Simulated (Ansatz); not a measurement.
# NH3S (triplet): from Hartree-Fock to the top rungs at distance N1–H4 along a hydrogen transfer = 0.942 Å, cc-pVDZ

How much of the correlation energy of NH3S (triplet) does each wave-function method recover here?

Computed with Ansatz 0.2.0, Gaussian basis. Level: cc-pVDZ, core rule «outside noble gas», up to 6 orbitals frozen.

Plan: UHF; CCSD(T) on ROHF; CCSD(T) on UHF; BCCD(T) on ROHF; CISD; CCSDT(Q) on ROHF; CCSDT(Q) on UHF; CASSCF and MRCISD+Q, 4 electrons in 4 orbitals; CASSCF and NEVPT2, 4 electrons in 4 orbitals; CASSCF and NEVPT2, 14 electrons in 11 orbitals.

9 further runs of the same task are left out: 1 for a mislabelled method, 8 that didn't finish.

### Step 1. The geometry

The geometry derives from fragments relaxed apart (PBE0/def2-TZVP) and kept rigid, so it is no stationary point. A hydrogen atom is moved between rigid fragments.

5 atoms, charge 0, spin multiplicity 3.

Atoms are counted from 1 here; the program's logs count them from 0.

Bond lengths: N1–H2 1.012 Å, N1–H3 1.012 Å, N1–H4 0.942 Å. Angles: H2–N1–H3 107.1°, H2–N1–H4 107.1°, H3–N1–H4 107.1°.

### Step 2. UHF

in.yaml reads:

```yaml
crystal:
  periodic: [false, false, false]
  atoms:
    - {symbol: N, position_ang: [-1.977580, -0.011611, -0.018071]}
    - {symbol: H, position_ang: [-2.274859, 0.956222, -0.018071]}
    - {symbol: H, position_ang: [-2.274859, -0.413910, 0.862188]}
    - {symbol: H, position_ang: [-1.035580, -0.011611, -0.018072]}
    - {symbol: S, position_ang: [1.039420, -0.011610, -0.018072]}
basis:
  gaussian: {orbitals: cc-pVDZ}
magnetization: {spin_polarized: true, initial_magnetization: 2}
hamiltonian: {xc: hf}
output: {orbitals: {seedname: orbitals}}
```

Launch:

```sh
$ ansatz run in.yaml --threads 1 --pin off --events-out ev --progress --plain --max-ram 2393MiB
```

After this run come: CCSD(T) on ROHF; CCSD(T) on UHF; BCCD(T) on ROHF; CISD; CCSDT(Q) on ROHF; CCSDT(Q) on UHF; CASSCF and MRCISD+Q, 4 electrons in 4 orbitals; CASSCF and NEVPT2, 4 electrons in 4 orbitals; CASSCF and NEVPT2, 14 electrons in 11 orbitals.

Q: Predict the results of all the runs planned. Wanted: UCCSDT(Q) below the RHF energy; RMP2 from UCCSDT(Q); UMP2 from UCCSDT(Q); RCCSD from UCCSDT(Q); RCCSD(T) from UCCSDT(Q); UCCSD(T) from UCCSDT(Q); RCCSDT(Q) from UCCSDT(Q); NEVPT2 pair from UCCSDT(Q); MRCISD+Q pair from UCCSDT(Q).

**Answer**, as computed:

```
                         quantity                                                   value
   UCCSDT(Q) below the RHF energy                                              -8.6528 eV
              RMP2 from UCCSDT(Q)                                           +104.6 kJ/mol
              UMP2 from UCCSDT(Q)                                           +106.8 kJ/mol
             RCCSD from UCCSDT(Q)                                            +16.9 kJ/mol
          RCCSD(T) from UCCSDT(Q)                                             +2.7 kJ/mol
          UCCSD(T) from UCCSDT(Q)                                             +2.6 kJ/mol
         RCCSDT(Q) from UCCSDT(Q)                                              0.0 kJ/mol
       NEVPT2 pair from UCCSDT(Q)                                           +103.5 kJ/mol
     MRCISD+Q pair from UCCSDT(Q)                                             +5.8 kJ/mol
    NEVPT2 valence from UCCSDT(Q)                                           +141.4 kJ/mol
levels within 1 kcal/mol (43 meV)  RCCSD(T), UCCSD(T), BCCD(T), RCCSDT, UCCSDT, RCCSDT(Q)
                    T1 diagnostic                                                   0.012
   effectively unpaired electrons                                                    2.01
```

What this shows: RCCSD(T) misses by +2.7 kJ/mol, 0.3 % of the correlation energy. One determinant dominates. Of the multireference levels listed MRCISD+Q pair comes nearest in total energy (+5.8 kJ/mol), which doesn't show that its space is the better one. These misses are within one basis, not against nature; the frozen cores of restricted and unrestricted runs differ, which can shift their rows.
